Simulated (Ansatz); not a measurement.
in.yaml

```yaml
crystal:
  periodic: [false, false, false]
  atoms:
    - {symbol: Si, position_ang: [0.000000, 0.000000, 0.000000]}
    - {symbol: O, position_ang: [0.000000, 0.000000, 1.560700]}
basis:
  gaussian: {orbitals: aug-cc-pVTZ}
magnetization: {spin_polarized: false, initial_magnetization: 2}
correlation: {method: ccsdt_q, electrons: outside_noble_gas}
```

```sh
$ ansatz run in.yaml --threads 2 --pin off --events-out ev --progress --plain --max-ram 16896MiB --backend cuda --devices 0, --max-vram 18GiB
```

Log:

```
1083 factors; integrals over basis functions are off by at most 1.8e-7 eV
mean field evaluation 1: about -9892.5593 eV, gradient 4.0e1 eV
mean field evaluation 2: about -9892.5649 eV, gradient 4.0e1 eV
mean field evaluation 4: about -9896.7241 eV, gradient 5.5e0 eV
mean field evaluation 8: about -9896.8728 eV, gradient 7.8e-1 eV
mean field evaluation 16: about -9896.9140 eV, gradient 2.7e-3 eV
mean field evaluation 32: about -9896.9071 eV, gradient 3.5e-1 eV
mean field evaluation 64: about -9897.5932 eV, gradient 6.7e-7 eV
mean field evaluation 96: about -9892.8435 eV, gradient 1.0e1 eV
mean field evaluation 128: about -9897.5914 eV, gradient 4.8e-1 eV
mean field evaluation 160: about -9897.2499 eV, gradient 7.3e-1 eV
...
cycle  16  -9.48043730 eV  change    1.9e-5 eV  update   3.4e-5
cycle  17  -9.48039154 eV  change    4.6e-5 eV  update   1.9e-5
cycle  18  -9.48038536 eV  change    6.2e-6 eV  update   1.3e-5
cycle  19  -9.48038453 eV  change    8.2e-7 eV  update   8.1e-6
cycle  20  -9.48037577 eV  change    8.8e-6 eV  update   5.8e-6
cycle  21  -9.48037577 eV  change    2.1e-9 eV  update   3.6e-6
cycle  22  -9.48037940 eV  change   -3.6e-6 eV  update   2.3e-6
cycle  23  -9.48037894 eV  change    4.6e-7 eV  update   1.7e-6
cycle  24  -9.48037767 eV  change    1.3e-6 eV  update   8.4e-7
cycle  25  -9.48037789 eV  change   -2.3e-7 eV  update   5.1e-7
perturbative correction -0.02946856 eV, -0.0010829497 hartree
Total energy: -9906.42385474 eV, -364.0543618465 hartree
```

Ran on 2 threads of AMD EPYC 7R13 with a shared H100 80 GB, shared host: 20 s wall, 1.1 GiB peak host memory.
